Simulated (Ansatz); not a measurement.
System: cubic perovskite BaTiO3 (cubic high-temperature phase). Method: LDA (PAW; Ansatz, an electronic-structure program).

Settings: plane-wave cutoff 520 eV, 6×6×6 k mesh, no spin polarisation, scalar-relativistic PAW data made under PBE.

Computed at the level's own relaxed cell.

Question: What does this level give for the elastic constant C11, elastic constant C12, Poisson ratio and elastic constant C44?

Answer: 
* **elastic constant C11**: 349 GPa
* **elastic constant C12**: 119 GPa
* **Poisson ratio**: 0.237
* **elastic constant C44**: 132 GPa

Note: the relaxation could not lower the start's symmetry, so the cell can be a saddle point above a distorted one.

Elastic constants are with the ions relaxed.

Spin–orbit coupling is not included.

Computed values are for the static lattice.

Cost on a shared machine: very roughly 80 core-seconds.
